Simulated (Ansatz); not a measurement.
Several solutions for doublet O2(+)

```yaml
atoms:
  - { symbol: O, position_ang: [0.0000, 0.0000, 0.0000] }
  - { symbol: O, position_ang: [0.0000, 0.0000, 1.4560] }
```

Basis set: 6-31G (spherical functions). Charge 1, multiplicity 2.

UHF was run from several starts with Ansatz (development build ahead of 0.2.0).

```
run  program                        start  converged  energy (hartree)  <S²>
  A   Ansatz      stability test followed        yes        -149.07526  1.98
  B   Ansatz  search for the lowest state        yes        -149.07526  1.98
  C   Ansatz      atomic start, no search        yes        -148.89238  0.77
```

Q: Which runs reached the lowest solution of this kind, and what is wrong with the others?

A: A, B reached the lowest solution found. Converged but too high: C by 4.98 eV. Convergence only shows a stationary point, and even a stable one can lie too high; stability tests and further starts are what find lower ones. Caution: the unrestricted determinant is a mixture of spin states.
